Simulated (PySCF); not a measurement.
DMSO cation (C₂H₆OS), SMILES CS(C)=O (connectivity only; charge and spin as stated), charge +1, multiplicity 2. Atoms are numbered in the order given.

```xyz
10

C     -0.1618    -0.7654    -1.4722
S      0.3459     0.1543     0.0000
C     -0.1618    -0.7654     1.4722
O     -0.2653     1.5326     0.0000
H      0.1209    -0.1386    -2.3306
H      0.3944    -1.7145    -1.4736
H     -1.2503    -0.9192    -1.4221
H     -1.2503    -0.9192     1.4221
H      0.1209    -0.1386     2.3306
H      0.3944    -1.7145     1.4736
```
Charge +1, spin multiplicity 2.

Geometry: B3LYP-D3(BJ)/def2-SVP. The spin state was assumed, not searched.

The numbers are results of PBE/def2-TZVP (PySCF), not measurements.

ESP charges are fitted to the potential on shells at 1.4 to 2.0 van der Waals radii. Atomic charges (e):

| atom | ESP fit | Mulliken | Löwdin | Mulliken spin |
|---|---|---|---|---|
| C1 | -0.54 | -0.33 | -0.39 | 0.05 |
| S2 | 0.64 | 0.57 | 0.94 | 0.34 |
| C3 | -0.54 | -0.33 | -0.39 | 0.05 |
| O4 | -0.15 | -0.17 | -0.10 | 0.51 |
| H5 | 0.27 | 0.22 | 0.16 | 0.00 |
| H6 | 0.25 | 0.20 | 0.15 | 0.00 |
| H7 | 0.27 | 0.21 | 0.16 | 0.02 |
| H8 | 0.27 | 0.21 | 0.16 | 0.02 |
| H9 | 0.27 | 0.22 | 0.16 | 0.00 |
| H10 | 0.25 | 0.20 | 0.15 | 0.00 |

Task: Give the Mayer and Wiberg (Löwdin basis) orders of the bonds. (The exact figures need the calculation; the answer reports its results.)

Result: 
```tsv
bond	Mayer	Wiberg
C1–S2	0.95	1.29
S2–C3	0.95	1.29
S2–O4	1.82	2.39
C1–H5	0.91	0.90
C1–H6	0.91	0.91
C1–H7	0.91	0.90
C3–H8	0.91	0.90
C3–H9	0.91	0.90
C3–H10	0.91	0.91
```
